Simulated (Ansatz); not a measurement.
Consider the substitution at a C–F bond: `C/N=C(/O)F` + HCl → `C/N=C(/O)Cl` + H–F.

Calculated with Ansatz (gas phase, PBE0-D4/def2-TZVP geometries, no zero-point term in ΔE). CBS: MP2 limit from def2 TZ/QZ plus the TZ coupled-cluster correction, frozen cores. This one scheme is used for every species. Double bonds are as drawn, so ΔE can hold a change between cis and trans. DFT in def2-TZVPP. B3LYP here is the variant with VWN-RPA as its local correlation; programs differ in this. Each species was taken in one conformer, which may not be the lowest.

Q: Is it downhill or uphill in electronic energy at CCSD(T)/CBS, and by how much? (Estimate.)

A: Computed: Nearly level: ΔE = -2.2 kJ/mol.

Q: What do these levels give: BLYP-D4, B97M-V, B3LYP-D4, r2SCANh-D4, PBE-QIDH, PBE, revPBE, B3LYP, CCSD/def2-SVP, CCSD/def2-TZVPP, MP2/CBS(def2), CCSD/CBS(def2)? (An estimate is asked.)

A: The calculation gave: BLYP-D4 0.0, B97M-V 13.1, B3LYP-D4 6.0, r2SCANh-D4 8.9, PBE-QIDH 5.1, PBE 3.1, revPBE 4.1, B3LYP 12.7, CCSD/def2-SVP 28.7, CCSD/def2-TZVPP 11.1, MP2/CBS(def2) -14.2, CCSD/CBS(def2) 3.4 kJ/mol.

Largest T1 diagnostic among the species: 0.013.

Leaving LDA and LC-ωPBE aside and taking each functional with its dispersion term where it has one, the values, not all of them listed here, spread over 20.5 kJ/mol, from revPBE-D4 to CAM-B3LYP-D4. From PBE to PBE0 (25 % exact exchange), in def2-TZVPP and without D4, ΔE moves by +5.3 kJ/mol.
